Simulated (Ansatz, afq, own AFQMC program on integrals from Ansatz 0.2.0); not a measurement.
# Atomization energy of BSiH₃, singlet

```xyz
5

Si    0.0091    0.0000    0.6016
B     0.0825    0.0000   -1.2150
H    -0.6559   -0.9412   -0.6669
H    -0.6559    0.9412   -0.6669
H     0.1724    0.0000   -2.3958
```

Connectivity, by distances: Si–BH, 2 bridging H.

Atoms in their ground-state spins without spin–orbit coupling (mostly on UHF) minus the molecule (RHF), without zero-point energy. The geometry is a stationary point, not shown to be a minimum.

Basis aug-cc-pVDZ. Only valence electrons are correlated. Integrals, coupled cluster, full CI and functionals: Ansatz 0.2.0; the random walks run on the same integrals in our own AFQMC program. ph-AFQMC/CISD is guided by a CISD state made of CCSD amplitudes; releasing the constraint for a short imaginary time cuts its bias at the price of noise, slowly where states lie close. Uncertainties: one standard error, sampling alone. The errors of all members are added in quadrature.

No full CI on the walks' own integrals is used here; CCSDT(Q) serves as the reference and is uncertain by about the last step of the cluster series. Each member takes its own surest rung, up to full CI.

The best estimate is CCSD(T) at the basis-set limit (CBS: def2-TZVPP and def2-QZVPP, with their diffuse functions for anions and beside diffuse sets, CCSD(T) itself extrapolated) plus the step from CCSD(T) to CCSDT(Q) in aug-cc-pVDZ. Rows without CBS are in aug-cc-pVDZ, the functionals in def2-TZVP; B2PLYP and the wave-function rows carry a basis error of their own. Core correlation and relativity beyond core potentials are missing, and ± holds the sampling alone.

Cautions: BSiH₃ (singlet): the released energies are still falling, so no released level is given (meV from the phaseless value at times in 1/Eh: 0 ± 3 at 0.24, -2 ± 4 at 0.50, -9 ± 3 at 1.00, -12 ± 4 at 1.50), though the last usable value meets CCSDT(Q) within the noise; other spins of the molecule weren't checked.

Best estimate: 341.5 kcal/mol.

```csv
level,atomization energy (kcal/mol),error against the best estimate (kcal/mol)
HF,243.9,-97.7
MP2,315.2,-26.3
CCSD,310.0,-31.6
CCSD(T),314.6,-26.9
ph-AFQMC/CISD,315.1 ± 0.1,-26.5 ± 0.1
HF/CBS,252.0,-89.6
MP2/CBS,341.6,0.0
CCSD(T)/CBS,341.1,-0.5
PBE,346.4,4.9
r2SCAN,346.1,4.6
PBE0,342.5,1.0
B3LYP,341.2,-0.3
wB97M-V,346.9,5.3
B2PLYP,337.9,-3.7
surest rungs in aug-cc-pVDZ,315.1,-26.5
```

Correlation beyond CCSD(T) adds 0.5 kcal/mol. Going to the basis-set limit adds 26.5 kcal/mol at CCSD(T). The perturbative (T) step is worth +4.7 kcal/mol. The functionals spread over 9.0 kcal/mol; B3LYP and PBE0 come nearest and wB97M-V is 5.3 kcal/mol too high.

Best estimates are given only where the step beyond CCSD(T) is under 0.3 eV and no member's determinant is very poor (T1 over 0.05, or 0.07 for open shells, ⟨S²⟩ too high by 0.3, two states mixed), so the hardest cases are missing from such tables.

The functionals ran in a triple-zeta set and keep a basis error of their own, a few kJ/mol for each bond in atomization energies and more for double hybrids, so close places among them and the extrapolated levels can swap.

Each member of a difference takes its own highest rung, so a best estimate needn't equal the limit plus the step of one row. A walk keeps the symmetry of its determinant, which the program's search chose and which needn't be the lowest solution, so a lower state of the same spin and another symmetry isn't excluded.
